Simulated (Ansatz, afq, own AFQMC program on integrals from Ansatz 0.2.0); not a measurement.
Two steps: Ansatz 0.2.0 writes the Fock matrix and Cholesky factors of the valence space, and afq projects on them the lowest state that overlaps trial and start.

```yaml
crystal:
  periodic: [false, false, false]
  atoms:
    - {symbol: C, position_ang: [0.000000, 0.000000, 0.000000]}
    - {symbol: C, position_ang: [0.000000, 0.000000, 1.246204]}
basis:
  gaussian: {orbitals: 6-31G}
magnetization: {spin_polarized: false}
correlation: {method: ccsd_t, electrons: outside_noble_gas, hamiltonian_folder: ham}
```

```sh
$ ansatz run in.yaml --threads 1 --pin off --events-out ev --progress --plain --max-ram 24576MiB --backend cuda --devices 0, --max-vram 18GiB
```

Options of the walk:

```
--method phaseless --trial mp1 --walkers 20 --populations 1 --least-time 40 --time-step 0.04 --steps-per-block 5 --equilibration-blocks 50 --max-blocks 300 --target-error 0.00068 --factor-cut 0.001 --seed 7495 --taylor-order 4
```

Times are imaginary, in 1/Eh. The walk had a cap of 60 s.

```
orbitals 16  electrons 4 4  factors 67 of 254
reference energy -75.34873677 Eh
CCSD correlation -0.26978011 Eh in 12 cycles, weight of the determinant in the CISD state 0.7336
energy of the start -75.615303 Eh
 block  time / (1/Eh)  mean weight  energy / Eh
     1     0.200  0.9950  -75.601833
     2     0.400  0.9964  -75.600287
     3     0.600  0.9793  -75.593293
     4     0.800  1.0163  -75.587387
     5     1.000  1.0087  -75.598010
     7     1.400  0.9995  -75.595327
     9     1.800  0.9959  -75.600647
    17     3.400  1.0133  -75.682349
    33     6.600  0.9975  -75.622308
    49     9.800  1.0086  -75.565901
    65    13.000  1.0036  -75.611954
    73    14.600  0.9789  -75.558480
    81    16.200  0.9869  -75.605201
    97    19.400  1.0144  -75.689249
   113    22.600  1.0122  -75.641245
   129    25.800  0.9838  -75.622499
   145    29.000  1.0008  -75.747470
   161    32.200  1.0217  -75.622420
   177    35.400  0.9978  -75.621719
   193    38.600  1.0229  -75.609150
   209    41.800  1.0216  -75.613846
   225    45.000  0.9836  -75.608314
   241    48.200  0.9719  -75.613804
   257    51.400  0.9954  -75.575120
   273    54.600  0.9834  -75.611621
   289    57.800  1.0223  -75.751096
   305    61.000  0.9932  -75.568927
   321    64.200  1.0115  -75.644773
   337    67.400  1.0239  -75.656312
   345    69.000  0.9571  -75.573523
blocks merged  error / Eh  count
     1  0.002189  300
     2  0.002386  150
     4  0.002770  75
     8  0.003125  37
    16  0.003218  18
    32  0.004240  9
energy -75.626435 +/- 0.003218 Eh
(rows thinned)
```

(1) Estimate how long the walk took on 1 × NVIDIA H100 80GB HBM3 with 2 threads of AMD EPYC 7R13 Processor (Zen 3), with other jobs on the host (the card was shared).

The run failed at least one of its tests; the cautions name the faults. The second half of the sampling lies above the first by 2.9 errors of their difference, so the energy may still be moving and its error bar be too small.

Against this walk (error 87.6 meV) on the same determinant: CCSD(T) 402.2 meV lower, CCSDT(Q) 440.3 meV lower, CCSDTQ 382.1 meV lower, full CI 395.3 meV lower, a separate phaseless walk with a CISD trial and standard settings 121.8 ± 87.7 meV lower (within the noise). The error is statistical and leaves out the bias of the constraint. Full CI is exact here, so the walk's 395 meV above it is the walk's own error: the bias of the constraint with this trial, or a walk that hasn't relaxed.

Cautions: constraint bias not in the error; error above the target (87.6 against 18.5 meV); restricted determinant unstable towards unrestricted (UHF 3.62 eV lower, ⟨S²⟩ 1.77); the search met a lower determinant of the same kind, perhaps of another symmetry (489 meV lower), and this one is a saddle point; strong correlation (T1 0.041, weight of the determinant 0.73, largest double 0.37); (T) is large, 8 % of the CCSD correlation; the CCSD(T) amplitudes may be one of several solutions (largest double 0.37); the CCSDT(Q) amplitudes may be one of several solutions (largest double 0.45); the CCSDTQ amplitudes may be one of several solutions (largest double 0.45); CCSDTQ on the UHF determinant differs (30 meV higher), by its state or its frozen core; so few walkers bias the energy; the coarse factor cut changes the integrals a little; the time-step error isn't removed.

## Answers

(1) 11 s of wall time.

CCSDT and higher add their correlation energy to the determinant of the CCSD(T) run, since their own runs factorise the integrals more tightly (a shift of under 2 meV). A walk keeps the symmetry of its determinant, which the program's search chose and which needn't be the lowest solution, so a lower state of the same spin and another symmetry isn't excluded.
